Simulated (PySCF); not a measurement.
Magnetisability: `CC[C@H]1C(=C)C1`, C$_{6}$H$_{10}$

Geometry:
```tsv
atom	x (Å)	y (Å)	z (Å)
C1	2.601	-0.930	0.441
C2	1.571	-0.112	0.298
C3	0.985	1.049	-0.374
C4	0.197	0.240	0.658
C5	-0.974	-0.613	0.225
C6	-2.263	0.180	0.080
H7	3.523	-0.787	-0.130
H8	2.562	-1.774	1.137
H9	1.327	2.054	-0.101
H10	0.694	0.947	-1.427
H11	0.063	0.734	1.630
H12	-0.719	-1.106	-0.729
H13	-1.112	-1.429	0.956
H14	-2.550	0.653	1.033
H15	-2.151	0.984	-0.664
H16	-3.099	-0.460	-0.239
```

Method used: GIAO PBE0/pcSseg-1 magnetisability, rotational g tensor and spin-rotation constants, non-relativistic, gas phase (PySCF). Geometry: PBE0-D3(BJ)/def2-SVP.

Problem. What are the magnetisability and the molar susceptibility?

Solution. Isotropic -1106 × 10⁻³⁰ J/T², or -66.6 × 10⁻⁶ cm³/mol; principal values -1280, -1040, -999 × 10⁻³⁰ J/T², anisotropy 263 × 10⁻³⁰ J/T² (root of half the summed squared differences of the principal values). The susceptibility is in cgs units.

Problem. Split it along the inertial axes a, b, c into diamagnetic and paramagnetic parts about the centre of mass, with the quadrupole moment.

Solution. 
```csv
axis,χ (10⁻⁶ cm³/mol),diamagnetic (10⁻⁶ cm³/mol),paramagnetic (10⁻⁶ cm³/mol),summed x² of all electrons (Å²),quadrupole Θ (D Å)
a,-64.7,-237.8,173.1,148.4,-0.80
b,-62.6,-705.6,643.0,38.2,+1.02
c,-72.6,-791.8,719.2,17.9,-0.23
```
Anisotropies 2χaa − χbb − χcc = +5.8 and 2χbb − χaa − χcc = +12.2 × 10⁻⁶ cm³/mol. Θ is traceless in Buckingham's convention.

Problem. And the rotational g tensor?

Solution. 
```csv
axis,rotational constant (GHz),g,nuclear part,electronic part
a,8.7428,-0.0119,0.6992,-0.7111
b,2.0461,-0.0059,0.6122,-0.6181
c,1.7990,+0.0040,0.6118,-0.6078
```
Asymmetric top; isotopes 12C, 1H; no vibrational averaging.
